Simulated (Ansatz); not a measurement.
**H2O2, singlet in cc-pVDZ: errors against RCCSDTQ**

Geometry: MP2(full)/6-31G*, from the G2/97 set.

```tsv
atom	x (Å)	y (Å)	z (Å)
O	0.0000	0.7341	-0.0281
O	0.0000	-0.7341	-0.0281
H	0.8395	0.8808	0.4466
H	-0.8395	-0.8808	0.4466
```

Basis cc-pVDZ; Ansatz 0.2.0. Only valence electrons are correlated (noble-gas cores frozen), which leaves 14 electrons in 36 orbitals. R marks a restricted (for open shells ROHF) determinant. Active spaces: valence = (14e, 10o) chosen from the atoms' valence shells.

Full CI isn't at hand for all of this; RCCSDTQ serves as the reference, and is uncertain by about the last step of the cluster series.

```
UHF ⟨S²⟩                          : 0.000
T1 diagnostic (RCCSD)             : 0.0098
largest doubles amplitude (RCCSD) : 0.058
```

```
                            level  E − E(RCCSDTQ) (kJ/mol)  share of correlation (%)  wall time
                              RHF                   1086.5                      0.00          –
                             RMP2                     65.9                     93.93          –
                             CISD                    111.4                     89.74     0.88 s
                            RCCSD                     29.2                     97.32          –
                         RCCSD(T)                      4.3                     99.61     0.42 s
                          BCCD(T)                      4.4                     99.60     0.49 s
                           RCCSDT                      3.5                     99.67          –
                        RCCSDT(Q)                     -0.4                    100.04      6.5 s
           CASSCF (valence space)                    793.5                     26.97          –
           NEVPT2 (valence space)                    107.1                     90.15      2.6 s
           MRCISD (valence space)                     53.6                     95.07          –
         MRCISD+Q (valence space)                      5.3                     99.52      6.5 s
MRCISD+Q(relaxed) (valence space)                      1.2                     99.89      8.5 s
```

The correlation energy at RCCSDTQ, counted from RHF, is -11.261 eV. That run took 17 s on 5 threads of AMD EPYC 7R13 with a whole H100 80 GB, shared host.

Times hold each run's SCF and search for its determinant on a shared host, so for small cases they say little of a method's own cost; they ran on 1 thread of AMD EPYC 7R13.

Natural occupations of CASSCF (valence space) about the gap: 1.998 1.997 1.977 1.974 1.929 0.075 0.025 0.025; effectively unpaired electrons, Σ n²(2−n)², 0.05.

Atomization energy (electronic, same basis, no zero-point term; atoms at the same level, unrestricted beside the R rows where the molecule is a closed shell, with restricted open-shell steps beyond CCSDT(Q)) at RCCSDTQ: 989.2 kJ/mol. Errors of other levels:

```csv
level,error (kJ/mol)
RHF,-467.0
RMP2,18.1
CISD,-96.5
RCCSD,-24.2
RCCSD(T),-3.3
BCCD(T),-3.1
RCCSDT,-3.1
RCCSDT(Q),0.4
CASSCF (valence space),-149.6
NEVPT2 (valence space),21.8
MRCISD (valence space),-37.9
MRCISD+Q (valence space),-8.4
MRCISD+Q(relaxed) (valence space),-4.4
```

This basis is far from its limit, so the value isn't to be set against a measured one. Truncated CI isn't size-consistent, which counts against it in atomization.
